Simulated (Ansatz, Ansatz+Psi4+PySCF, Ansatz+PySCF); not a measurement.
| atom | x (Å) | y (Å) | z (Å) |
| --- | --- | --- | --- |
| C | -1.1211 | -0.8749 | -0.0001 |
| C | -0.0775 | 0.1166 | -0.0003 |
| C | 1.3483 | -0.3523 | -0.0001 |
| H | -2.1502 | -0.5385 | 0.0011 |
| H | -0.9100 | -1.9381 | -0.0005 |
| O | -0.3583 | 1.3167 | 0.0000 |
| H | 2.0107 | 0.5119 | -0.0144 |
| H | 1.5571 | -0.9544 | 0.8895 |
| H | 1.5511 | -0.9805 | -0.8727 |

Basis set: cc-pVTZ (spherical functions). Correlated methods keep 4 orbitals frozen. Correlation on ROHF uses semicanonical orbitals with singles. Charge 0, multiplicity 2.

Computed with Ansatz (development build ahead of 0.2.0); each method stands on the lowest determinant of its kind that the runs found.

Give the atomization energy at this shape (free ground-state atoms in the same class of orbitals less the molecule, no zero-point energy) of doublet C3H5O by ROHF-MP2, UHF-MP2, ROHF, UHF.

| method | atomization energy |
| --- | --- |
| ROHF-MP2 | 37.63 eV |
| UHF-MP2 | 37.33 eV |
| ROHF | 28.21 eV |
| UHF | 27.97 eV |

Caution for ROHF-MP2, UHF-MP2: forces differ strongly between restricted and unrestricted references. Caution for UHF-MP2, UHF: the unrestricted determinant is spin contaminated.
